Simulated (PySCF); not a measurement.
SMILES C1(OC=C)CC1, C5H8O

Geometry:
```json
{"atom": "C1", "x (Å)": "1.712", "y (Å)": "2.515", "z (Å)": "-0.907"}
{"atom": "C2", "x (Å)": "0.583", "y (Å)": "2.036", "z (Å)": "-0.412"}
{"atom": "O3", "x (Å)": "0.459", "y (Å)": "0.736", "z (Å)": "-0.027"}
{"atom": "C4", "x (Å)": "-0.810", "y (Å)": "0.293", "z (Å)": "0.343"}
{"atom": "C5", "x (Å)": "-2.025", "y (Å)": "0.629", "z (Å)": "-0.468"}
{"atom": "C6", "x (Å)": "-1.477", "y (Å)": "-0.768", "z (Å)": "-0.478"}
{"atom": "H7", "x (Å)": "1.796", "y (Å)": "3.548", "z (Å)": "-1.186"}
{"atom": "H8", "x (Å)": "2.574", "y (Å)": "1.887", "z (Å)": "-1.035"}
{"atom": "H9", "x (Å)": "-0.295", "y (Å)": "2.659", "z (Å)": "-0.274"}
{"atom": "H10", "x (Å)": "-0.926", "y (Å)": "0.244", "z (Å)": "1.424"}
{"atom": "H11", "x (Å)": "-1.890", "y (Å)": "1.217", "z (Å)": "-1.363"}
{"atom": "H12", "x (Å)": "-2.950", "y (Å)": "0.827", "z (Å)": "0.052"}
{"atom": "H13", "x (Å)": "-0.965", "y (Å)": "-1.095", "z (Å)": "-1.369"}
{"atom": "H14", "x (Å)": "-2.014", "y (Å)": "-1.549", "z (Å)": "0.037"}
```

Level of theory: GIAO B3LYP/pcSseg-1 magnetisability, rotational g tensor and spin-rotation constants, non-relativistic, gas phase in PySCF. Geometry: GFN2-xTB, dihedral held. The dihedral C5–C4–O3–C2 is held at 45°.

**Question.** How diamagnetic is it, and how anisotropic?

**Answer.** Isotropic -1010 × 10⁻³⁰ J/T², or -60.9 × 10⁻⁶ cm³/mol; principal values -1149, -998, -885 × 10⁻³⁰ J/T², anisotropy 229 × 10⁻³⁰ J/T² (root of half the summed squared differences of the principal values). The susceptibility is in cgs units.

**Question.** Split it along the inertial axes a, b, c into diamagnetic and paramagnetic parts about the centre of mass, with the quadrupole moment.

**Answer.** 
```csv
axis,χ (10⁻⁶ cm³/mol),diamagnetic (10⁻⁶ cm³/mol),paramagnetic (10⁻⁶ cm³/mol),summed x² of all electrons (Å²),quadrupole Θ (D Å)
a,-65.8,-196.4,130.6,141.1,+1.65
b,-53.7,-675.9,622.2,28.1,-0.81
c,-63.1,-717.8,654.6,18.2,-0.83
```
Anisotropies 2χaa − χbb − χcc = -14.8 and 2χbb − χaa − χcc = +21.6 × 10⁻⁶ cm³/mol. Θ is traceless in Buckingham's convention.

**Question.** And the rotational g tensor?

**Answer.** 
| axis | rotational constant (GHz) | g | nuclear part | electronic part |
| --- | --- | --- | --- | --- |
| a | 11.0338 | -0.0020 | 0.6749 | -0.6770 |
| b | 2.0778 | -0.0108 | 0.5966 | -0.6074 |
| c | 1.9428 | -0.0014 | 0.5960 | -0.5975 |

Asymmetric top; isotopes 12C, 1H, 16O; no vibrational averaging.
